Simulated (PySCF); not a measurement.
**Vertical excitation energies**

Species: C₂H₄F₂S.
Bonds: F1–C2, C2–F3, C2–C4, C4–S5. Hydrogens: H6 on C2; H7, H8 on C4; H9 on S5.

Theory: TDDFT PBE0/def2-SVPD, vertical, gas phase, core orbitals frozen in the response (PySCF 2.14.0, density-fitted response routines). Geometry: GFN2-xTB, one conformer, isolated molecule. Torsions of this conformer, `[F:1][CH:2]([F:3])[CH2:4][SH:5]`: F1–C2–C4–S5 61°, H–S5–C4–C2 -53°.

```tsv
state	E (eV)	λ (nm)	ν̃ (cm⁻¹)	f	|μ| (D)	main configurations (H = HOMO, L = LUMO)
S1	5.75	215.4	46410	0.0003	0.12	H→L (83%)
S2	6.25	198.3	50420	0.041	1.32	H→L+1 (91%)
S3	6.90	179.6	55680	0.017	0.81	H→L+2 (83%), H→L (10%)
S4	7.47	165.9	60280	0.016	0.76	H→L+3 (97%)
S5	7.83	158.3	63150	0.018	0.79	H→L+4 (93%)
S6	8.14	152.3	65670	0.037	1.09	H→L+5 (95%)
```

Triplets (Tamm–Dancoff): T1 5.21 eV, H→L (71%), H→L+1 (16%); T2 5.79 eV, H→L+1 (73%), H→L+2 (12%), H→L (9%).

The lowest singlet lies at 5.75 eV (215 nm, ultraviolet) and is dark (f under 0.0005); its leading configuration is HOMO→LUMO (83%). The most intense listed level is S2 at 6.25 eV (198 nm, f = 0.041), 0.50 eV above S1. Löwdin shares by element: HOMO sulfur 76%, carbon 10% or more, hydrogen 6% or more; LUMO sulfur 53%, hydrogen 16% or more, carbon 14% or more (atoms not listed hold the other 18%). Of the 6 states listed, 5 reach f = 0.01 and 1 stays under 0.0005. The listed states span 2.39 eV, and the widest gap between neighbours is 0.65 eV (S2 to S3). Weighted by f, the mean energy of these states is 7.24 eV. Singlets were solved by full linear response, triplets in the Tamm–Dancoff approximation.

Without π bonds the low states may be Rydberg-like; a valence basis with one diffuse set may place them up to an eV too high.
